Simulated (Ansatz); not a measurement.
# SiH₄SO: taking an electron away

How much energy removes an electron from SiH₄SO at fixed geometry? The cation is run at each level and the neutral's energy taken from earlier runs.

Program: Ansatz 0.2.0, Gaussian basis. Level of theory: unrestricted cation, the program's frozen cores in correlated methods. These are calculated values, not measurements.

Levels to be run: UKS PBE-D4/def2-TZVPP; UKS r2SCAN-D4/def2-TZVPP; UKS PBE0-D4/def2-TZVPP; UKS B3LYP-D4/def2-TZVPP; UKS wB97X-V/def2-TZVPP; UKS wB97M-V/def2-TZVPP; UKS B2PLYP/def2-TZVPP; UHF-CCSD(T)/def2-TZVPP; UHF-MP2/def2-QZVPP; extrapolation to the limit; then −ε(HOMO) from the neutral's earlier runs with LDA (SPW92), PBE-D4, revPBE-D4, BLYP-D4, r2SCAN-D4, B97M-V, PBE0-D4, B3LYP-D4, r2SCANh-D4, r2SCAN0-D4, HSE06-D4, BHLYP-D4, CAM-B3LYP-D4, LC-ωPBE, ωB97X-V, ωB97M-V.

### Step 1. Structure used throughout

All runs share one geometry, relaxed beforehand with PBE0-D4/def2-TZVP.

SMILES `O[SiH2]S`, 7 atoms, charge 0, spin multiplicity 1.

Atoms are counted from 1 here; the program's logs count them from 0.

Bond lengths: O1–Si2 1.642 Å, O1–H4 0.959 Å, Si2–S3 2.133 Å, Si2–H5 1.484 Å, Si2–H6 1.478 Å, S3–H7 1.344 Å. Angles: Si2–O1–H4 117.2°, O1–Si2–S3 113.5°, O1–Si2–H5 112.6°, O1–Si2–H6 104.5°, S3–Si2–H5 103.0°, S3–Si2–H6 111.7°, H5–Si2–H6 111.9°, Si2–S3–H7 94.6°.

Coordinates:

```mol
H4OSSi
  3D, bonds by distance, orders not assigned

  7  6  0  0  0  0  0  0  0  0999 V2000
   -1.4346   -0.3820    0.1849 O   0  0
   -0.0475    0.4965    0.1730 Si  0  0
    1.5653   -0.4757   -0.8288 S   0  0
   -1.7453   -0.7224   -0.6561 H   0  0
   -0.1849    1.7705   -0.5763 H   0  0
    0.2572    0.7279    1.6004 H   0  0
    1.6511   -1.4830    0.0572 H   0  0
  1  2  8  0
  2  3  8  0
  1  4  8  0
  2  5  8  0
  2  6  8  0
  3  7  8  0
M  END
```

### Step 2. Cation, UKS PBE-D4/def2-TZVPP

File in.yaml:

```yaml
crystal:
  periodic: [false, false, false]
  atoms:
    - {symbol: O, position_ang: [-1.434573, -0.381955, 0.184855]}
    - {symbol: Si, position_ang: [-0.047545, 0.496498, 0.172960]}
    - {symbol: S, position_ang: [1.565255, -0.475672, -0.828761]}
    - {symbol: H, position_ang: [-1.745321, -0.722394, -0.656092]}
    - {symbol: H, position_ang: [-0.184935, 1.770495, -0.576251]}
    - {symbol: H, position_ang: [0.257218, 0.727894, 1.600361]}
    - {symbol: H, position_ang: [1.651104, -1.482966, 0.057228]}
basis:
  gaussian: {orbitals: def2-TZVPP}
total_charge: 1
magnetization: {spin_polarized: true, initial_magnetization: 1}
hamiltonian: {xc: pbe, dispersion: d4}
```

Launch:

```sh
$ ansatz run in.yaml --threads 2 --pin off --events-out ev --progress --plain --max-ram 4352MiB
```

Further steps of the session: Cation, UKS r2SCAN-D4/def2-TZVPP; Cation, UKS PBE0-D4/def2-TZVPP; Cation, UKS B3LYP-D4/def2-TZVPP; Cation, UKS wB97X-V/def2-TZVPP; Cation, UKS wB97M-V/def2-TZVPP; Cation, UKS B2PLYP (frozen core)/def2-TZVPP; Cation, UHF-CCSD(T)/def2-TZVPP; Cation, UHF-MP2/def2-QZVPP.

**Question.** What will the summary of the whole plan be? Wanted: ionisation energy, CCSD(T)/CBS; nearest functional by difference; nearest −ε(HOMO); −ε(HOMO) of PBE; T1 of the cation.

As calculated:

| quantity | value |
| --- | --- |
| ionisation energy, CCSD(T)/CBS | 10.27 eV |
| nearest functional by difference | ωB97X-V (-0.12 eV) |
| nearest −ε(HOMO) | ωB97X-V (-0.19 eV) |
| −ε(HOMO) of PBE | 6.45 eV |
| T1 of the cation | 0.018 |

In words: By cation minus neutral, the functionals miss by 0.45 eV at most. −ε(HOMO) of PBE misses by 3.8 eV, since self-interaction lifts the level. Among orbital estimates ωB97X-V comes nearest. Hartree-Fock falls 1.22 eV short, as the neutral has more correlation energy than the cation.
